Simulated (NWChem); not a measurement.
Species: NH2, doublet; SMILES [NH2]

```xyz
3

N      0.0000     0.0000     0.1419
H      0.8041     0.0000    -0.4966
H     -0.8041     0.0000    -0.4966
```
Atoms are numbered in this order, from 1.

Computed with NWChem. Pople sets run with spherical d functions. Spin-unrestricted. In the optimisation the excess spin sits in b2 (C2v, its own frame). Geometry: optimised at PBE0-D3(BJ)/def2-TZVP, spin-unrestricted. No stability test was run on the SCF state. Total energies compare along this basis series because the functional is fixed.

```tsv
level	basis functions	energy (Ha)	highest occupied level (eV)	lowest empty minus highest occupied level, either spin (eV)	dipole (D)	<S²>
TPSS/STO-3G	7	-55.1410	-3.93	3.59	1.72	0.752
TPSS/3-21G	13	-55.5641	-5.94	3.04	2.09	0.752
TPSS/6-31G*	18	-55.8768	-6.78	3.35	1.98	0.753
TPSS/6-31+G*	22	-55.8827	-7.22	3.21	2.16	0.753
TPSS/6-311G**	30	-55.9000	-6.90	3.28	1.92	0.753
TPSS/6-311++G**	36	-55.9049	-7.26	3.17	2.03	0.753
```
